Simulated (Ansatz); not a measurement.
Two isomers of C4H9N: A = `NCC1CC1`, B = `CN1CCC1`.

Computed with Ansatz on PBE0-D4/def2-TZVP structures; ΔE is electronic, products minus reactants. CCSD(T)/CBS adds triple-zeta CCSD(T) − MP2 to the extrapolated MP2 energy (def2 sets, frozen cores). DFT in def2-TZVPP. Each species was taken in one conformer, which may not be the lowest.

(1) Which is lower in electronic energy at CCSD(T)/CBS, and by how much? (An estimate is asked.)

(2) Give E(B) − E(A) in kcal/mol with ωB97M-V, PBE-D4, HF/def2-TZVPP, MP2/def2-TZVPP, CCSD/def2-TZVPP, PBE0-D4, CCSD(T)/def2-TZVPP. (Estimate.)

Largest T1 diagnostic: 0.009.

Results:

(1) The calculation gave: A, by 7.3 kcal/mol.

(2) The calculation gave: ωB97M-V 7.3, PBE-D4 6.8, HF/def2-TZVPP 6.8, MP2/def2-TZVPP 8.0, CCSD/def2-TZVPP 6.9, PBE0-D4 7.2, CCSD(T)/def2-TZVPP 6.7. None reverses the order clearly.
